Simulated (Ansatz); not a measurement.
fcc Ni, treated with r²SCAN (Ansatz, a quantum-chemistry and plane-wave program, PAW).

Run with plane-wave cutoff 500 eV, 30×30×1 k mesh (along the axes of the cell as run), Fermi–Dirac smearing 0.1 eV, scalar-relativistic PAW data made under PBE.

**Question.** Give the computed surface energy of the (111) face and work function of the (111) face.

**Answer.** 
- surface energy of the (111) face: 2.13 J/m²
- work function of the (111) face: 4.91 eV

The slab of 6 atoms is relaxed and unreconstructed.

The computed numbers hold no vibrational or temperature effects.

Cost on a shared machine: roughly 60 core-minutes.
